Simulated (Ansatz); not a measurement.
# C₃H₅NO: basis-set convergence

The task here is to estimate one member of a computed series from the others.

The runs use Ansatz 0.2.0, Gaussian basis; one geometry, several basis sets.

Levels to be run: PBE0-D4/def2-SVP; ωB97M-V/def2-SVP; PBE0-D4/def2-QZVPP; ωB97M-V/def2-QZVPP; the functionals' def2-TZVPP values are taken from earlier runs.

### Structure used throughout

An earlier PBE0-D4 in a triple-zeta def2 set relaxation fixed the geometry.

SMILES `CC(=N)C=O`, 10 atoms, charge 0, spin multiplicity 1.

Atoms are counted from 1 here; the program's logs count them from 0.

Bond lengths: C1–C2 1.490 Å, C1–H6 1.095 Å, C1–H7 1.088 Å, C1–H8 1.095 Å, C2–N3 1.264 Å, C2–C4 1.515 Å, N3–H9 1.026 Å, C4–O5 1.199 Å, C4–H10 1.110 Å. Angles: C2–C1–H6 110.7°, C2–C1–H7 110.2°, C2–C1–H8 110.6°, H6–C1–H7 109.3°, H6–C1–H8 106.7°, H7–C1–H8 109.3°, C1–C2–N3 122.6°, C1–C2–C4 116.9°, N3–C2–C4 120.5°, C2–N3–H9 108.7°, C2–C4–O5 122.5°, C2–C4–H10 116.3°, O5–C4–H10 121.2°.

Set-up of the first run:

in.yaml

```yaml
crystal:
  periodic: [false, false, false]
  atoms:
    - {symbol: C, position_ang: [-0.417267, -0.502787, 1.138939]}
    - {symbol: C, position_ang: [0.188744, 0.331245, 0.063203]}
    - {symbol: N, position_ang: [0.771821, 1.428201, 0.298396]}
    - {symbol: C, position_ang: [0.078942, -0.192638, -1.354192]}
    - {symbol: O, position_ang: [0.529336, 0.397725, -2.295730]}
    - {symbol: H, position_ang: [0.029815, -1.501891, 1.151005]}
    - {symbol: H, position_ang: [-0.269233, -0.030610, 2.108002]}
    - {symbol: H, position_ang: [-1.489181, -0.638924, 0.963302]}
    - {symbol: H, position_ang: [1.105678, 1.820842, -0.588370]}
    - {symbol: H, position_ang: [-0.445455, -1.162262, -1.481655]}
basis:
  gaussian: {orbitals: def2-SVP}
hamiltonian: {xc: pbe0, dispersion: d4}
output: {orbitals: {seedname: orbitals}}
```

Launch:

```
$ ansatz run in.yaml --threads 2 --pin off --events-out ev --progress --plain --max-ram 4352MiB
```

Steps of the session up to this table: PBE0-D4 in def2-SVP; ωB97M-V in def2-SVP; PBE0-D4 in def2-QZVPP; ωB97M-V in def2-QZVPP.

One of the session's tables, all rows but one given; the rest of the session is left out.

It belongs to the step «Functionals by basis». 

| functional | basis | HOMO (eV) | LUMO (eV) |
| --- | --- | --- | --- |
| PBE0-D4 | def2-SVP | -7.54 | -2.17 |
| PBE0-D4 | def2-TZVPP | -7.70 | -2.39 |
| PBE0-D4 | def2-QZVPP | -7.73 | -2.45 |
| ωB97M-V | def2-SVP | -9.90 | 0.22 |
| ωB97M-V | def2-TZVPP | ? | ? |
| ωB97M-V | def2-QZVPP | -10.12 | -0.16 |

**Question.** Estimate the row for ωB97M-V, def2-TZVPP.

The run gave: HOMO (eV): -10.09; LUMO (eV): -0.08. In the column «HOMO (eV)» it lies between ωB97M-V, def2-QZVPP (-10.12) and ωB97M-V, def2-SVP (-9.90).
